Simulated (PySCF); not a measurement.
## Level of theory and proton affinities: methyl acetate

Structure: `COC(C)=O` (C3H6O2). Numbering: `[CH3:1][O:2][C:3]([CH3:4])=[O:5]`

All levels share the PBE0-D3(BJ)/def2-SVP structures and the PBE0-D3(BJ)/def2-SVP thermal terms; only the single-point energies (PySCF) change. Values are proton affinities (298 K, kJ/mol).

Measured (NIST Chemistry WebBook): proton affinity (−ΔH) 822 kJ/mol.

```
                                     level   O5   time
                        ωB97X-D3(BJ)/6-31G  818  7.1 s
                    ωB97X-D3(BJ)/def2-TZVP  832      –
TPSS-D3(BJ)/def2-TZVP (grid 2, guess atom)  833   40 s
          HF/def2-SVP (grid 2, conv 1e-06)  845  1.4 s
```

Times are wall times for all single points of a level on 1 thread of Arm Neoverse V1, a shared host; the dash marks the run that also made the structures. TPSS ran on a slower path of this set-up, which computes the density-fitting integrals anew in every SCF cycle while the other levels store them. So the times needn't show the usual order of cost, and those levels read slower than they are.

Hartree-Fock leaves out electron correlation, so its proton affinities can be off by tens of kJ/mol.

The spread: 26 kJ/mol, from 818 to 845.

Note: O2 is not listed: the run failed or kept an imaginary mode, or the ion rearranged or equalled another; a site not listed may be the best one.

Differences come from unrounded values, so a last digit can differ from that of the printed terms.
